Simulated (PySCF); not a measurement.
Predicted microwave data (PySCF, PBE0-D3(BJ)/def2-SVP geometry optimisation, gas phase) for one isomer of CHNO:

```
Rotational constants : A = 672087, B = 10679, C = 10512 MHz
Dipole components    : |μa| = 3.58 D, |μb| = 1.69 D, |μc| = 0.00 D
Inertial defect      : 0.00 u·Å²
κ                    : -1.00
```

Question: Which candidate fits, each taken in the one conformer that was computed?
A. `N=C=O`
B. `N#CO`

Answer: B. It is N#CO, a near-prolate asymmetric top, point group Cs. The candidates at the same level (rigid rotor, commonest isotopes):

```json
{"SMILES": "N=C=O", "A (MHz)": "955806", "B (MHz)": "11069", "C (MHz)": "10942", "μa (D)": "1.76", "μb (D)": "1.45", "μc (D)": "0.00", "Δ (u·Å²)": "0.00", "point group": "Cs", "rotor": "near-prolate asymmetric top"}
{"SMILES": "N#CO", "A (MHz)": "672087", "B (MHz)": "10679", "C (MHz)": "10512", "μa (D)": "3.58", "μb (D)": "1.69", "μc (D)": "0.00", "Δ (u·Å²)": "0.00", "point group": "Cs", "rotor": "near-prolate asymmetric top"}
```

`N=C=O` has A 42 % too high. In the right answer the mirror of this Cs structure is the ab plane, so μc vanishes by symmetry. No structure here is proved a minimum.
